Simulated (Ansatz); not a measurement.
**C₃H₆ClFO: a ladder of functionals and wavefunction methods**

Aim: compute C₃H₆ClFO with functionals from several rungs and with coupled cluster. The yardstick is the atomisation energy at the CCSD(T) limit.

Computed with Ansatz 0.2.0, Gaussian basis. Level: functionals in def2-TZVPP, the program's frozen cores in correlated methods.

The runs, in order: PBE-D4, r2SCAN-D4, PBE0-D4, B3LYP-D4, ωB97X-V, ωB97M-V, B2PLYP; CCSD(T)/def2-TZVPP; MP2/def2-QZVPP; extrapolation to the limit.

## 1. The relaxed structure

The geometry comes from an earlier relaxation with PBE0-D4 in a triple-zeta def2 set; it is a stationary point, not always the lowest conformer.

SMILES `FCOCCCl`, 12 atoms, charge 0, spin multiplicity 1.

Atoms are counted from 1 here; the program's logs count them from 0.

Bond lengths: F1–C2 1.383 Å, C2–O3 1.363 Å, C2–H7 1.091 Å, C2–H8 1.098 Å, O3–C4 1.411 Å, C4–C5 1.502 Å, C4–H9 1.098 Å, C4–H10 1.097 Å, C5–Cl6 1.780 Å, C5–H11 1.089 Å, C5–H12 1.089 Å. Angles: F1–C2–O3 111.2°, F1–C2–H7 107.9°, F1–C2–H8 106.4°, O3–C2–H7 107.5°, O3–C2–H8 112.0°, H7–C2–H8 111.9°, C2–O3–C4 114.6°, O3–C4–C5 109.1°, O3–C4–H9 110.3°, O3–C4–H10 110.1°, C5–C4–H9 110.4°, C5–C4–H10 108.7°, H9–C4–H10 108.3°, C4–C5–Cl6 112.1°, C4–C5–H11 110.6°, C4–C5–H12 110.1°, Cl6–C5–H11 107.2°, Cl6–C5–H12 107.3° and more.

## 2. PBE-D4 (GGA)

in.yaml reads:

```yaml
crystal:
  periodic: [false, false, false]
  atoms:
    - {symbol: F, position_ang: [1.436976, -0.414639, 2.133124]}
    - {symbol: C, position_ang: [0.907674, -1.191004, 1.118531]}
    - {symbol: O, position_ang: [0.735493, -0.462303, -0.020967]}
    - {symbol: C, position_ang: [-0.290321, 0.504499, 0.048604]}
    - {symbol: C, position_ang: [-0.645195, 0.944089, -1.342575]}
    - {symbol: Cl, position_ang: [-1.449378, -0.346568, -2.268277]}
    - {symbol: H, position_ang: [1.622682, -1.984191, 0.896074]}
    - {symbol: H, position_ang: [-0.042091, -1.590661, 1.498206]}
    - {symbol: H, position_ang: [-1.170764, 0.089306, 0.555767]}
    - {symbol: H, position_ang: [0.052677, 1.378671, 0.616042]}
    - {symbol: H, position_ang: [0.249539, 1.227229, -1.895753]}
    - {symbol: H, position_ang: [-1.330194, 1.790275, -1.304776]}
basis:
  gaussian: {orbitals: def2-TZVPP}
hamiltonian: {xc: pbe, dispersion: d4}
output: {forces: true, orbitals: {seedname: orbitals}}
```

Launch:

```
ansatz run in.yaml --threads 4 --pin off --events-out ev --progress --plain --max-ram 10444MiB
```

The runs that follow: r2SCAN-D4 (meta-GGA); PBE0-D4 (hybrid); B3LYP-D4 (hybrid); ωB97X-V (range-separated); ωB97M-V (range-separated); B2PLYP (double hybrid); CCSD(T) in def2-TZVPP; MP2 in def2-QZVPP.

Before running them: what should the planned runs give, taken together? Wanted: atomisation energy, CCSD(T)/CBS; farthest; mean size of error, hybrid; mean size of error, range-separated; gap, smallest and largest; T1 diagnostic; triples share of the correlation energy.

**Answer**, as computed:

```
                               quantity                                  value
        atomisation energy, CCSD(T)/CBS                              47.246 eV
    functionals within 0.236 eV (0.5 %)  r2SCAN-D4, B3LYP-D4, ωB97X-V, ωB97M-V
                               farthest                     PBE-D4 (+1.377 eV)
             mean size of error, hybrid                               0.213 eV
    mean size of error, range-separated                               0.145 eV
              gap, smallest and largest   6.63 eV (PBE-D4), 13.87 eV (ωB97X-V)
                          T1 diagnostic                                 0.0107
triples share of the correlation energy                                  3.7 %
```

PBE-D4 is off by +1.377 eV. Double hybrids carry the basis error of their MP2 part in triple zeta, and no dispersion term here, so their miss is partly the set-up's. Misses under about 0.236 eV are within the doubt on the reference itself, which lacks core-valence correlation, relativity and higher excitations. Hartree-Fock recovers 72 % of the binding; the rest is correlation. The gap grows from 6.6 to 13.9 eV across the functionals, mostly with the share of exact exchange.
